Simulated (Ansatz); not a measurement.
Input for Ansatz (a quantum-chemistry and plane-wave program): U-wB97M-V/def2-TZVPP on CH2 (SMILES [CH2]), 2S+1 = 3, atoms moved off the minimum.

Ansatz 0.2 input:
```yaml
crystal:
  periodic: [false, false, false]
  atoms:
    - {symbol: C, position_ang: [0.15316055, -0.01748865, -0.11523413]}
    - {symbol: H, position_ang: [-0.95713503, -0.27146637, -0.14103534]}
    - {symbol: H, position_ang: [0.82720216, -0.29067604, -0.00636102]}
basis:
  gaussian:
    orbitals: def2-TZVPP
hamiltonian:
  xc: {name: wB97M-V}
magnetization: {spin_polarized: true, initial_magnetization: 2}
output: {forces: true}
```

Problem. Give the final energy of this run.

Solution. -38.9718 hartree.
